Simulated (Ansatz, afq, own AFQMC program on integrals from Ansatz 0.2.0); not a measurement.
GeH₂, triplet in cc-pVDZ, levels against CCSDT(Q)

```yaml
atoms:
  - { symbol: Ge, position_ang: [0.0000, -0.0299, 0.0158] }
  - { symbol: H, position_ang: [0.0000, 1.4167, -2.4918] }
  - { symbol: H, position_ang: [0.0000, 0.7399, 1.3502] }
```

Basis cc-pVDZ. Only valence electrons are correlated. AFQMC by an in-house program on the Cholesky factors that Ansatz 0.2.0 writes for its CCSD(T) run. The CISD trial takes its coefficients from CCSD amplitudes. Released means that phaseless walkers are propagated on without the constraint, phases kept. Uncertainties: one standard error, sampling alone. No spin–orbit coupling.

Determinant: ROHF, the one that the program's search chose, which needn't be the lowest solution. The geometry is a point of a scan.

No full CI on the walks' own integrals is used here; CCSDT(Q) serves as the reference and is uncertain by about the last step of the cluster series.

Cautions: no relativity below Rb; no spin-orbit coupling; inner d shell frozen; lower spins were not checked; a spin-contaminated unrestricted determinant lies lower (UHF 128 meV lower, ⟨S²⟩ 2.08).

- T1 diagnostic: 0.0306
- weight of the determinant in the CISD state: 0.918
- size of the correlated space: 6 electrons in 23 orbitals

Reference: CCSDT(Q), correlation energy -2.432 eV. The released energy is read at 1.50 1/Eh (meV from the phaseless value at times in 1/Eh: -5 ± 4 at 0.24, -8 ± 3 at 0.50, -7 ± 3 at 1.00, -9 ± 3 at 1.50).

```tsv
level	E − E(reference) (meV)	share of correlation (%)
HF	2431.6	0.00
MP2	658.3	72.93
CCSD	60.7	97.51
CCSD(T)	17.6	99.28
CCSDT	1.3	99.94
ph-AFQMC/CISD	13.2 ± 3.3	99.46
released AFQMC	4.1 ± 2.7	99.83
```

A walk keeps the symmetry of its determinant, which the program's search chose and which needn't be the lowest solution, so a lower state of the same spin and another symmetry isn't excluded. Released energies are given only where the last usable release times agree within the noise; a slower fall can still hide under it.
